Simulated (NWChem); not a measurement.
Program: NWChem. System: CH3NO, charge 0, spin multiplicity 3, displaced from the optimised geometry. The structure started from a generated list of species. Its SCF solution wasn't tested for a lower state.

The NWChem input:

```
start mol
memory heap 200 mb stack 800 mb global 1000 mb
geometry units angstroms nocenter noautoz noautosym
  N     -1.121445     0.096634     0.229686
  C      0.260784     0.432736     0.024668
  O      1.121432    -0.605298    -0.097345
  H     -1.518799    -0.570306    -0.473672
  H     -1.714196     0.945406     0.282317
  H      0.546946     1.194433    -0.785698
end
basis spherical
  * library def2-svp
end
dft
  xc becke88 perdew86
  odft
  mult 3
  semidirect memsize 60000000 filesize 0
  iterations 100
  convergence nodiis damp 40
end
task dft gradient
```

The output up to the point where the run's verdict is printed (cleaned and shortened):

```
             Northwest Computational Chemistry Package (NWChem) 7.3.0
             --------------------------------------------------------

                                NWChem Input Module
                                -------------------

 Scaling coordinates for geometry "geometry" by  1.889725989
 (inverse scale =  0.529177249)

                             Geometry "geometry" -> ""
                             -------------------------

 Output coordinates in angstroms (scale by  1.889725989 to convert to a.u.)

  No.       Tag          Charge          X              Y              Z
 ---- ---------------- ---------- -------------- -------------- --------------
    1 N                    7.0000    -1.12144500     0.09663400     0.22968600
    2 C                    6.0000     0.26078400     0.43273600     0.02466800
    3 O                    8.0000     1.12143200    -0.60529800    -0.09734500
    4 H                    1.0000    -1.51879900    -0.57030600    -0.47367200
    5 H                    1.0000    -1.71419600     0.94540600     0.28231700
    6 H                    1.0000     0.54694600     1.19443300    -0.78569800

 Effective nuclear repulsion energy (a.u.)      67.0035326570

            Nuclear Dipole moment (a.u.)
            ----------------------------
        X                 Y               Z
 ---------------- ---------------- ----------------
    -0.0000075589     0.0000056692    -0.0000056692


 Summary of "ao basis" -> "" (spherical)
 ------------------------------------------------------------------------------
       Tag                 Description            Shells   Functions and Types
 ---------------- ------------------------------  ------  ---------------------
 *                          def2-svp                  on all atoms

  perdew86 is a nonlocal functional; adding perdew81 local functional.

                                 NWChem DFT Module
                                 -----------------

 Summary of "ao basis" -> "ao basis" (spherical)
 ------------------------------------------------------------------------------
[...]
 d= 0,ls=0.5         73   -120.9018442652  1.41D+01  1.72D-01              20.4
                                                     1.48D-01
 d= 0,ls=0.5         74   -134.9529073803 -1.41D+01  1.72D-01              20.8
                                                     1.48D-01
 d= 0,ls=0.5         75   -120.9018442652  1.41D+01  1.72D-01              21.0
                                                     1.48D-01
 d= 0,ls=0.5         76   -134.9529073803 -1.41D+01  1.72D-01              21.3
                                                     1.48D-01
 d= 0,ls=0.5         77   -120.9018442652  1.41D+01  1.72D-01              21.6
                                                     1.48D-01
 d= 0,ls=0.5         78   -134.9529073803 -1.41D+01  1.72D-01              21.9
                                                     1.48D-01
 d= 0,ls=0.5         79   -120.9018442652  1.41D+01  1.72D-01              22.2
                                                     1.48D-01
 d= 0,ls=0.5         80   -134.9529073803 -1.41D+01  1.72D-01              22.5
                                                     1.48D-01
 d= 0,ls=0.5         81   -120.9018442652  1.41D+01  1.72D-01              22.8
                                                     1.48D-01
 d= 0,ls=0.5         82   -134.9529073803 -1.41D+01  1.72D-01              23.0
                                                     1.48D-01
 d= 0,ls=0.5         83   -120.9018442652  1.41D+01  1.72D-01              23.3
                                                     1.48D-01
 d= 0,ls=0.5         84   -134.9529073803 -1.41D+01  1.72D-01              23.5
                                                     1.48D-01
 d= 0,ls=0.5         85   -120.9018442652  1.41D+01  1.72D-01              23.8
                                                     1.48D-01
 d= 0,ls=0.5         86   -134.9529073803 -1.41D+01  1.72D-01              24.0
                                                     1.48D-01
 d= 0,ls=0.5         87   -120.9018442652  1.41D+01  1.72D-01              24.3
                                                     1.48D-01
 d= 0,ls=0.5         88   -134.9529073803 -1.41D+01  1.72D-01              24.6
                                                     1.48D-01
 d= 0,ls=0.5         89   -120.9018442652  1.41D+01  1.72D-01              24.9
                                                     1.48D-01
 d= 0,ls=0.5         90   -134.9529073803 -1.41D+01  1.72D-01              25.1
                                                     1.48D-01
 d= 0,ls=0.5         91   -120.9018442652  1.41D+01  1.72D-01              25.4
                                                     1.48D-01
 d= 0,ls=0.5         92   -134.9529073803 -1.41D+01  1.72D-01              25.7
                                                     1.48D-01
 d= 0,ls=0.5         93   -120.9018442652  1.41D+01  1.72D-01              26.0
                                                     1.48D-01
 d= 0,ls=0.5         94   -134.9529073803 -1.41D+01  1.72D-01              26.2
                                                     1.48D-01
 d= 0,ls=0.5         95   -120.9018442652  1.41D+01  1.72D-01              26.5
                                                     1.48D-01
 d= 0,ls=0.5         96   -134.9529073803 -1.41D+01  1.72D-01              26.7
                                                     1.48D-01
 d= 0,ls=0.5         97   -120.9018442652  1.41D+01  1.72D-01              27.0
                                                     1.48D-01
 d= 0,ls=0.5         98   -134.9529073803 -1.41D+01  1.72D-01              27.3
                                                     1.48D-01
 d= 0,ls=0.5         99   -120.9018442652  1.41D+01  1.72D-01              27.5
                                                     1.48D-01
 d= 0,ls=0.5        100   -134.9529073803 -1.41D+01  1.72D-01              27.8
                                                     1.48D-01
```

Convergence was not reached. The next line reads: Calculation failed to converge. NWChem stopped with the message: dft gradient failed.
